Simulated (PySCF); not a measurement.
C₄H₆F (charge +1).
Z-matrix (Å and degrees, PBE0-D3(BJ)/def2-SVP geometry), rows numbered from 1:
```
C 
C   1  1.3602
C   2  1.4147  1  121.05
C   3  1.4525  2  126.27  1   179.46
F   3  1.2826  2  117.91  1     0.14
H   1  1.0953  2  121.77  3     0.01
H   1  1.0947  2  120.66  3   179.94
H   2  1.0926  1  121.71  3  -179.87
H   4  1.1048  3  109.60  2   132.29
H   4  1.1094  3  107.78  2  -113.89
H   4  1.0951  3  112.74  2     7.38
```

Level of theory: EOM-IP-CCSD/aug-cc-pVDZ in PySCF, restricted Hartree–Fock reference, 5 core orbitals frozen, non-relativistic, gas phase, PBE0-D3(BJ)/def2-SVP geometry.

Hartree–Fock orbital energies give these Koopmans values (eV): HOMO 17.05, HOMO-1 20.59, HOMO-2 20.95.

Q: What vertical ionisation energies does EOM-IP-CCSD give?

A: 
```tsv
leading hole (HF orbital)	Koopmans (eV)	EOM-IP-CCSD (eV)	change (eV)	one-hole share
HOMO	17.05	17.11	+0.06	0.96
HOMO-1	20.59	19.25	-1.34	0.95
HOMO-2	20.95	19.90	-1.05	0.95
```

Q: Does the order of the lines follow the orbital energies?

A: Yes, no two lines change places. The corrections run from -1.34 to +0.06 eV, with a mean of -0.78 eV over the 3 lines; EOM-IP-CCSD lies above the Koopmans value for HOMO.

Q: At what kinetic energies would He I light (21.22 eV) eject these electrons?

A: 4.11 eV (HOMO), 1.97 eV (HOMO-1), 1.32 eV (HOMO-2).

One root was sought for each valence orbital with −ε under 21 eV, eight at most, so deeper holes and satellites are missing; no vibrational structure.

One conformer stands for the species.
